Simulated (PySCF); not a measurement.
Working with the constants of Na₂

RHF-CCSD(T) constants of Na₂, ¹Σg⁺ (singlet), closed shell (PySCF, no relativity, basis sets Na 6-31G(d,p); masses 22.9898 and 22.9898 u):

```
ωe              : 160.4 cm⁻¹
ωexe            : 1.11 cm⁻¹
Be              : 0.14748 cm⁻¹
αe              : 0.000855 cm⁻¹
D (centrifugal) : 4.99e-07 cm⁻¹
De to Na + Na   : 0.68 eV
```

Estimate the standard entropy (1 bar) and heat capacity of the ideal gas at 1500 K, rigid rotor with B0 and harmonic oscillator at the fundamental.

Translation (Sackur–Tetrode, M = 45.98 u): 190.2 J/(mol K). Rotation: q = kT/(σB0) = 3540 with σ = 2, 76.3. Vibration: x = hcν0/kT = 0.152, 24.00. S° = 290.5 J/(mol K); Cp = 7R/2 + 8.30 = 37.4 J/(mol K).

Correlated steps freeze 2 core orbitals. Correlated levels converge slowly with the basis: in double zeta they bind strong bonds too weakly, by up to about 1 eV, and carry superposition errors of some tenths. Where the molecule has an RHF reference, its open-shell atoms are computed with UHF.
